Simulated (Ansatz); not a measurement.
## Worked example: SiH2(SiH3)Cl + MgH → SiH3(SiH2) + MgHCl

Gas-phase species: SiH2(SiH3)Cl, singlet; MgH, doublet; SiH3(SiH2), doublet; MgHCl `[MgH][Cl]`, singlet. A radical takes Cl: the energy is the difference in strength between the Si–Cl bond broken and the Mg–Cl bond made.

Shapes, held fixed at every level: PBE0-D4/def2-TZVP. Programs: Ansatz 0.2.0. The zero-point and thermal change to 298 K, harmonic and unscaled (PBE0-D4/def2-TZVP), is -2.0 kJ/mol.

At CCSD(T)/def2-TZVPP; 1 Eh = 2625.50 kJ/mol:

| species | energy (Eh) |
| --- | --- |
| SiH2(SiH3)Cl | -1040.873422 |
| MgH | -200.357447 |
| SiH3(SiH2) | -581.043482 |
| MgHCl | -660.200097 |

Problem. Work out ΔH(298 K) of the reaction at this level.

Solution. 
1. Products less reactants: (-581.043482) + (-660.200097) − [(-1040.873422) + (-200.357447)] = -0.012710 Eh = -33.4 kJ/mol.
2. With the thermal change: -33.4 + (-2.0) = -35.4 kJ/mol.

Other levels give -37.8 (CCSD/def2-TZVPP) to -17.5 kJ/mol (SPW92/def2-TZVPP). No measured value is set beside it here. Open shells run unrestricted. Outer-core shells of Mg are correlated, in sets that cover them unevenly. Sets without diffuse functions underbind ionic bonds of s-block metals.
